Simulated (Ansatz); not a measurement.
Saddle point of CH6SSi, closed shell (CH₆SSi ([CH3][SiH2][SH]) → CH₄Si ([CH2][SiH2]) + H₂S; bonds formed: S2–H4; bonds broken: Si1–S2, C3–H4), PBE0-D4/def2-TZVP structure:

| atom | x (Å) | y (Å) | z (Å) |
| --- | --- | --- | --- |
| Si1 | -0.7011 | 0.5419 | 0.3365 |
| S2 | 0.8807 | 0.6667 | -1.7162 |
| C3 | -0.2685 | -1.0925 | 0.6996 |
| H4 | 0.6440 | -0.5095 | -0.8422 |
| H5 | -1.9227 | 0.8804 | -0.4273 |
| H6 | -0.1126 | 1.7039 | 1.0415 |
| H7 | 1.9026 | 1.0527 | -0.9357 |
| H8 | 0.4763 | -1.3243 | 1.4529 |
| H9 | -0.8986 | -1.9195 | 0.3910 |

Energies are electronic, without zero-point energy. Barriers and step energies count from the start structure reached by relaxing down the imaginary mode; all methods use the PBE0-D4 structures, on which another method's saddle can fall below an end. Computed with Ansatz 0.2.0 (basis: def2-TZVPP, with def2-QZVPP for the basis limit); correlated methods freeze the cores. B3LYP uses VWN-RPA correlation. Extrapolation: Hartree–Fock as exp(−7.88 √X), correlation as X^−2.97.

| method | barrier (kcal/mol) | step energy (kcal/mol) |
| --- | --- | --- |
| SPW92 | 67.25 | 65.77 |
| PBE-D4 | 69.74 | 63.27 |
| BLYP-D4 | 70.36 | 59.49 |
| r2SCAN-D4 | ? | 66.81 |
| B97M-V | 77.61 | 66.45 |
| PBE0-D4 | 76.25 | 67.76 |
| B3LYP-D4 | 75.80 | 63.64 |
| r2SCAN0-D4 | ? | 69.59 |
| BHLYP-D4 | 83.18 | 68.37 |
| CAM-B3LYP-D4 | 79.56 | 66.38 |
| wB97X-V | 81.58 | 69.05 |
| wB97M-V | ? | 66.38 |
| B2PLYP | 77.87 | 65.08 |
| PBE-QIDH | 80.52 | 70.27 |
| RPA on PBE | 77.46 | 62.94 |
| HF | 93.48 | 70.60 |
| MP2 | 78.66 | 67.47 |
| CCSD | 82.24 | 66.48 |
| CCSD(T) | 79.16 | 65.18 |

Problem. Fill in the withheld barriers. (An estimate is asked for; the value comes from the calculation.)

Solution. Computed: wB97M-V 78.68; r2SCAN-D4 74.88; r2SCAN0-D4 79.04 kcal/mol. Each is the energy of the saddle less that of the start structure, by the same method.

For comparison, the barrier by CCSD(T) at an estimated basis limit (MP2 extrapolated from triple and quadruple zeta, plus CCSD(T) − MP2 in triple zeta) is 79.04 kcal/mol.

The T1 diagnostic stays at or below 0.014.

Labels in which every atom is bracketed show which atoms are joined, not bond orders.

For scale, one of the runs: CCSD(T)/def2-TZVPP, 199 basis functions, launched by `ansatz run in.yaml --threads 2 --pin off --events-out ev --progress --plain --max-ram 4352MiB`. Hardware: 2 CPU threads of an AMD EPYC 9R14, shared host. Wall time 29 s; peak host memory 2.2 GiB.
